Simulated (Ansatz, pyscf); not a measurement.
H₂C=C=O → HC≡C–OH, a hydrogen shift on the singlet surface: C–H broken, H–O formed. Optimised with ωB97X-D3(BJ)/def2-SVP in PySCF. Wave-function energies: Ansatz (a first-principles code), frozen core, RHF or UHF references. In kJ/mol, from the reactant's lowest minimum found.

```json
[
 {"level": "M06-2X/def2-TZVP", "barrier": "414.21", "reaction energy": "+140.17"},
 {"level": "PBE/def2-TZVP", "barrier": "380.27", "reaction energy": "+164.04"},
 {"level": "CCSD(T)/cc-pV(D+d)Z", "barrier": "425.89", "reaction energy": "+157.70"},
 {"level": "CCSDT(Q)/cc-pV(D+d)Z", "barrier": "___", "reaction energy": "___"},
 {"level": "CCSD(T)/cc-pV(T+d)Z", "barrier": "409.85", "reaction energy": "+142.70"},
 {"level": "CCSD(T)/cc-pV(Q+d)Z", "barrier": "___", "reaction energy": "+140.95"}
]
```

Question: Some entries are withheld; supply them.

Answer: 
- CCSDT(Q)/cc-pV(D+d)Z, barrier: 423.61
- CCSDT(Q)/cc-pV(D+d)Z, reaction energy: +158.42
- CCSD(T)/cc-pV(Q+d)Z, barrier: 407.07

In cc-pV(D+d)Z, going from CCSD(T) to CCSDT(Q) shifts the barrier by -2.29 and the reaction energy by +0.72 kJ/mol. With HF in the quadruple-zeta basis and the correlation energy extrapolated as X⁻³ from X = 3, 4, CCSD(T) gives 405.54 and +139.83; adding the double-zeta shift gives ΔE‡ = 403.26 and ΔE = +140.55 kJ/mol, without core correlation, relativity or geometry relaxation at these levels. At the saddle there is also a short C–H contact that neither side keeps, so another atom assists the step. The same reactants have a lower exit, to cyclic C₂H₂O (SMILES [C]1CO1) [singlet] (barrier +383.56 kJ/mol at ωB97M-D3(BJ)/def2-TZVP, against +421.96 kJ/mol here). One saddle was located; it need not be the lowest between these sides.
